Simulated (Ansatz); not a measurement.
Basis sets compared for [SiH5]- (SiH5⁻). The state is a singlet with charge -1. Geometry PBE0-D4/def2-TZVPD. Ansatz on 4 threads of Arm Neoverse V2 on a shared host; times are rough, and most runs start from earlier orbitals.

Cartesian coordinates in Å:
```
Si 0.0000 0.0000 0.0000
H 0.0214 -0.3004 1.5939
H -0.0213 0.3004 -1.5939
H 1.4648 -0.4385 -0.1023
H -0.3429 1.4669 0.2811
H -1.1220 -1.0284 -0.1788
```

B3LYP takes the VWN-RPA correlation. At HF/STO-3G, PBE-D4/def2-SVPD, PBE-D4/def2-TZVPD, B3LYP-D4/6-31G and others the highest occupied level of the charge -1 singlet lies above zero (up to 2.28 eV). In Hartree–Fock with STO-3G the lack of diffuse functions raises the level. By energy differences its removal costs 2.09 eV (vertical, to the charge 0 doublet, at LC-ωPBE (ω = 0.30 bohr⁻¹)/def2-TZVPD).

| level | functions | energy (Eh) | HOMO (eV) | LUMO (eV) | wall time |
| --- | --- | --- | --- | --- | --- |
| HF/STO-3G | 14 | -288.1996 | 2.28 | 20.93 | 0.05 s |
| HF/6-31G | 23 | -291.6610 | -1.77 | 10.38 | 0.05 s |
| PBE-D4/def2-SVPD | 64 | -292.1816 | 1.32 | 4.28 | 0.2 s |
| B3LYP-D4/6-31G | 23 | -292.4000 | 0.99 | 7.49 | 0.15 s |
| PBE0-D4/def2-SVPD | 64 | -292.2167 | 0.26 | 4.85 | 0.25 s |

(1) Estimate the rows for HF/def2-TZVPD, PBE-D4/def2-TZVPD (with forces), B3LYP-D4/def2-TZVPD, PBE0-D4/def2-TZVPD.

Answers

(1) 
```
                          level  functions  energy (Eh)  HOMO (eV)  LUMO (eV)  wall time
                  HF/def2-TZVPD         88    -291.7686      -2.59       6.08     0.15 s
PBE-D4/def2-TZVPD (with forces)         88    -292.2896       1.14       3.91     0.35 s
            B3LYP-D4/def2-TZVPD         88    -292.4919       0.18       4.23      0.3 s
             PBE0-D4/def2-TZVPD         88    -292.3229       0.11       4.46     0.35 s
```
